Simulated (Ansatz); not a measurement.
Frontier orbitals of methacrylic acid, C4H6O2.

The species carries charge 0 and has multiplicity 1. The structure was optimised at the PBE0-D4/def2-TZVP level. It is one conformer, not always the lowest. Basis def2-TZVPP, Ansatz.

```tsv
functional	HOMO (eV)	LUMO (eV)	gap (eV)
PBE	-6.44	-2.27	4.17
r2SCAN	-6.76	-2.12	4.64
PBE0	-7.87	-1.30	6.57
B3LYP	-7.65	-1.54	6.11
r2SCANh	-7.36	-1.76	5.60
BHLYP	-8.87	-0.21	8.66
LC-ωPBE	-10.57	1.02	11.59
ωB97X-V	-10.18	0.96	11.14
ωB97M-V	-10.09	0.87	10.96
HF	-10.34	2.57	12.91
```

Against PBE, PBE0 changes HOMO and LUMO by −1.43 and +0.97 eV, ωB97M-V by −3.65 and +3.14 eV. A gap of 4.17 eV thus becomes 10.96 eV for the same molecule, so an orbital gap means little without its functional. A positive LUMO is unbound and depends on the basis.

B3LYP here is the variant with VWN-RPA as its local correlation; programs differ in this. LC-ωPBE has ω = 0.4 bohr⁻¹.
